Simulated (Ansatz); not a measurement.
Results of PBE0-D3(BJ) (Ansatz, an electronic-structure program, PAW) for fluorite SrCl2.

Numerical settings: plane-wave cutoff 460 eV, 6×6×6 k mesh, Fermi–Dirac smearing 0.01 eV, scalar-relativistic PAW data made under PBE.

Response to compression and expansion:

| V (Å³/atom) | P (GPa) | direct gap at Γ (eV) | smallest gap on the k mesh (eV) |
|---|---|---|---|
| 26.164 | 2.26 | 8.065 | 7.523 |
| 26.852 | 1.05 | 7.947 | 7.544 |
| 27.608 | -0.09 | 7.823 | 7.447 |
| 28.229 | -0.91 | 7.724 | 7.357 |
| 28.918 | -1.71 | 7.618 | 7.261 |

The fundamental gap (7.46 eV at the equilibrium volume, on the SCF mesh) lies elsewhere than Γ–Γ.

Measured, for comparison: band gap 7.5 eV (temperature not stated, no zero-point or thermal correction; as tabulated in Aguado et al. (1999), arXiv:cond-mat/9901145).

Spin–orbit coupling is not included.
